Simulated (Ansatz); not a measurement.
# BFH2: the cost of one run

Method: RKS B3LYP-D4/6-31G*, in Ansatz 0.2.0.

**1. The starting structure**

Bond lengths: B1–F2 1.520 Å, B1–H4 1.190 Å. Angles: F2–B1–H4 155.3°.

As a file:

```xyz
4

B     0.0000    0.0000    0.0000
F     0.8785    0.0000    1.2404
H     1.3883    0.0000    0.0683
H    -1.0305    0.0000   -0.5950
```

**2. A restrained relaxation towards end A**

Springs on the bonds that form and break draw the guess towards this end; the thresholds are loose.

Contents of input.yaml:

```yaml
crystal:
  periodic: [false, false, false]
  atoms:
    - { symbol: B, position_ang: [0.0, 0.0, 0.0] }
    - { symbol: F, position_ang: [0.8785, 0.0, 1.2404] }
    - { symbol: H, position_ang: [1.3883, 0.0, 0.0683] }
    - { symbol: H, position_ang: [-1.0305, 0.0, -0.595] }
basis:
  gaussian: { orbitals: "6-31G*" }
hamiltonian:
  xc: b3lyp
  dispersion: d4
relax:
  f_tol: 0.15
  max_steps: 25
  restrain:
    - { distance: [1, 2], at: 2.12, k: 30.0 }
    - { distance: [0, 1], at: 1.32, k: 30.0 }
    - { distance: [0, 2], at: 1.19, k: 30.0 }
output:
  orbitals: {}
```

Started as:

```bash
ansatz run input.yaml --threads 1 --pin off --max-ram 2048MiB --backend cpu --events-out ev --progress --plain --runs-dir out
```

**Question.** How long does this run take on 1 thread of AMD EPYC 9R45 (Zen 5), shared host, and how much memory does it need?

About 1.2 s, with a peak of 0.12 GiB.
